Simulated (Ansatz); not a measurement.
C3H6, SMILES `C=CC` (charge 0, multiplicity 1).

The numbers are results of frozen-core CCSD(T)/cc-pVTZ // PBE0-D3(BJ)/def2-TZVP in Ansatz (a quantum-chemistry and plane-wave program), not measurements.

Ansatz 0.2 input:
```yaml
crystal:
  periodic: [false, false, false]
  atoms:
    - { symbol: C, position_ang: [1.383398, -0.029308, 0.064753] }
    - { symbol: C, position_ang: [0.144629, 0.128474, 0.509006] }
    - { symbol: C, position_ang: [-1.087195, -0.044985, -0.310599] }
    - { symbol: H, position_ang: [1.582715, -0.306025, -0.96635] }
    - { symbol: H, position_ang: [2.241726, 0.111331, 0.711361] }
    - { symbol: H, position_ang: [-0.007021, 0.406325, 1.550543] }
    - { symbol: H, position_ang: [-1.677401, 0.876663, -0.332211] }
    - { symbol: H, position_ang: [-0.8467, -0.322292, -1.338702] }
    - { symbol: H, position_ang: [-1.734154, -0.820181, 0.112199] }
basis:
  gaussian: { orbitals: cc-pVTZ }
correlation:
  method: ccsd_t
```

Output:

```
Functional definition: HF
972 factors; integrals over basis functions are off by at most 1.1e-3 eV
mean field evaluation 1: about -3184.5177 eV, gradient 2.9e1 eV
mean field evaluation 2: about -3184.5188 eV, gradient 2.9e1 eV
mean field evaluation 4: about -3186.8718 eV, gradient 2.7e0 eV
mean field evaluation 8: about -3186.8995 eV, gradient 1.9e-1 eV
mean field evaluation 16: about -3186.9000 eV, gradient 4.6e-1 eV
mean field -3186.89959716 eV, -117.1164000375 hartree, gradient 3.8e-6 eV, S^2 0.000000; 0 other end points of the search recorded, 0 dependent functions left out
3 core orbitals not correlated
reference -3186.89959716 eV, -117.1164000375 hartree; 9, 9 occupied and 162, 162 virtual orbitals, 972 factors
second order -13.85879274 eV of doubles, -0.00000000 eV of singles
cycle   1  -14.36038645 eV  change   -5.0e-1 eV  update   7.4e-2
cycle   2  -14.72533162 eV  change   -3.6e-1 eV  update   2.3e-2
cycle   3  -14.78670977 eV  change   -6.1e-2 eV  update   9.7e-3
cycle   4  -14.78516852 eV  change    1.5e-3 eV  update   2.7e-3
cycle   5  -14.78581456 eV  change   -6.5e-4 eV  update   7.9e-4
cycle   6  -14.78585149 eV  change   -3.7e-5 eV  update   2.2e-4
cycle   7  -14.78582972 eV  change    2.2e-5 eV  update   5.5e-5
cycle   8  -14.78584266 eV  change   -1.3e-5 eV  update   2.3e-5
cycle   9  -14.78584206 eV  change    6.0e-7 eV  update   6.8e-6
perturbative correction -0.61026865 eV, -0.0224269594 hartree
Total energy: -3202.29570787 eV, -117.6821966702 hartree
```
